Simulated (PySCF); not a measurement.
# Magnesium: a sound run and one with changed settings

Sound run: Mg [Ne] 3s2, Mg⁺ [Ne] 3s1. Calculation: PySCF 2.14, in jorge-DZP-DKH (7s4p1d, 24 functions); the spin-free X2C one-electron Hamiltonian (Gaussian nucleus). In the sound run the correlated levels freeze [Ne]. The sound run starts from symmetry-adapted Hartree-Fock orbitals and uses a fine grid where one is needed.

Changed run: initial guess 1e, at most 8 SCF cycles. This setting is unsound on purpose.

| species | method | sound run (hartree) | changed run (hartree) | converged |
| --- | --- | --- | --- | --- |
| Mg | UHF | -199.91307 | -199.91307 | yes |
| Mg | MN15 | -200.36553 | -200.36553 | no |
| Mg | PBE0 | -200.27044 | -200.27044 | yes |
| Mg | MP2 | -199.93396 | -199.93396 | yes |
| Mg | CCSD(T) | -199.94581 | -199.94581 | yes |
| Mg⁺ | UHF | -199.67014 | -199.67014 | yes |
| Mg⁺ | MN15 | -200.08724 | -200.08724 | yes |
| Mg⁺ | PBE0 | -199.99260 | -199.99260 | yes |

Ionisation energy of Mg:

```json
{"method": "UHF", "sound run (eV)": "6.610", "changed run (eV)": "6.610"}
{"method": "PBE0", "sound run (eV)": "7.561", "changed run (eV)": "7.561"}
{"method": "MP2", "sound run (eV)": "7.179", "changed run (eV)": "7.179"}
{"method": "SCS-MP2", "sound run (eV)": "7.293", "changed run (eV)": "7.293"}
{"method": "CCSD", "sound run (eV)": "7.501", "changed run (eV)": "7.501"}
{"method": "CCSD(T)", "sound run (eV)": "7.501", "changed run (eV)": "7.501"}
{"method": "CCSDT", "sound run (eV)": "7.501", "changed run (eV)": "7.501"}
{"method": "FCI", "sound run (eV)": "7.501", "changed run (eV)": "7.501"}
```

The SCF was stopped early; the energies are upper bounds that still move, and correlated levels were skipped or rest on poor orbitals.

For comparison, NIST gives 7.646 eV between the lowest levels.
